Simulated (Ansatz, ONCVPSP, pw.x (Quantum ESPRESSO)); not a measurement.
**pw.x on bcc H: one setting changed**

Potential: optimised norm-conserving Vanderbilt (ONCV), ONCVPSP 4.0.1, PBEsol; core none, reference 1s0.5; waves: 1s: rc 1.40 bohr, ncon 4, nbas 8, qcut 11 1/bohr, 2 projectors, debl 3.2 Ha; p scattering state at 0.36 Ha: rc 1.40 bohr, ncon 4, nbas 8, qcut 6.5 1/bohr, 2 projectors, debl 0.7 Ha; local part: polynomial inside 1.10 bohr (lpopt 3, dvloc0 2 Ha); core correction: none.

The reference run (k-mesh 18³, cutoffs 65/260 Ry, Fermi–Dirac 0.01 Ry, mixing_beta 0.4, conv_thr 1e-9, no spin) gives -1.54 GPa at 2.977 Å³/atom, where all-electron LAPW gives -2.42 GPa. This run, with its own iteration cap, changes degauss to 0.002.

```
&control
  calculation='scf', prefix='x', pseudo_dir='./', outdir='./tmp', tstress=.true., disk_io='none'
/
&system
  ibrav=0, nat=1, ntyp=1, ecutwfc=65, ecutrho=260, nbnd=7,
  occupations='smearing', smearing='fd', degauss=0.002
/
&electrons
  conv_thr=1e-09, mixing_beta=0.4, electron_maxstep=60
/
ATOMIC_SPECIES
H 1.0 H.UPF
CELL_PARAMETERS angstrom
  -0.90623246 0.90623246 0.90623246
  0.90623246 -0.90623246 0.90623246
  0.90623246 0.90623246 -0.90623246
ATOMIC_POSITIONS crystal
H 0.0000 0.0000 0.0000
K_POINTS automatic
18 18 18 0 0 0
```

```bash
pw.x < H.scf.in > H.scf.out
```

How does the run end?

It converges in 4 iterations; the free energy moves by +2.9 meV/atom and the pressure by -0.14 GPa. In a metal, with Fermi–Dirac smearing, F lies below its zero-width value by a term in the square of the width.

```
Message from routine setup:
     using ibrav=0 with symmetry is DISCOURAGED, use correct ibrav instead
     lattice parameter (alat)  =       2.9662  a.u.
     unit-cell volume          =      20.0898 (a.u.)^3
     number of electrons       =         1.00
     number of Kohn-Sham states=            7
     kinetic-energy cutoff     =      65.0000  Ry
     charge density cutoff     =     260.0000  Ry
     scf convergence threshold =      1.0E-09
     Exchange-correlation= PBESOL
     number of k points=   195  Fermi-Dirac smearing, width (Ry)=  0.0020
     iteration #  1     ecut=    65.00 Ry     beta= 0.40
     total energy              =      -1.06997862 Ry
     estimated scf accuracy    <       0.00142308 Ry
     iteration #  2     ecut=    65.00 Ry     beta= 0.40
     total energy              =      -1.07004544 Ry
     estimated scf accuracy    <       0.00052423 Ry
     iteration #  3     ecut=    65.00 Ry     beta= 0.40
     total energy              =      -1.07004697 Ry
     estimated scf accuracy    <          1.2E-09 Ry
     iteration #  4     ecut=    65.00 Ry     beta= 0.40
     the Fermi energy is     3.9189 ev
!    total energy              =      -1.07004697 Ry
     estimated scf accuracy    <          2.6E-10 Ry
     smearing contrib. (-TS)   =      -0.00003011 Ry
     The total energy is F=E-TS. E is the sum of the following terms:
     one-electron contribution =       0.63586413 Ry
     hartree contribution      =       0.01664623 Ry
     xc contribution           =      -0.65999664 Ry
     ewald contribution        =      -1.06253058 Ry
     convergence has been achieved in   4 iterations
          total   stress  (Ry/bohr**3)                   (kbar)     P=      -16.80
     Message from routine punch:
     Nothing written, as per user request (disk_io='none')
```

The run took about 2.2 s on one core of a shared host (Intel(R) Xeon(R) Processor @ 2.60GHz, 24 threads, 31 GiB, load 12).
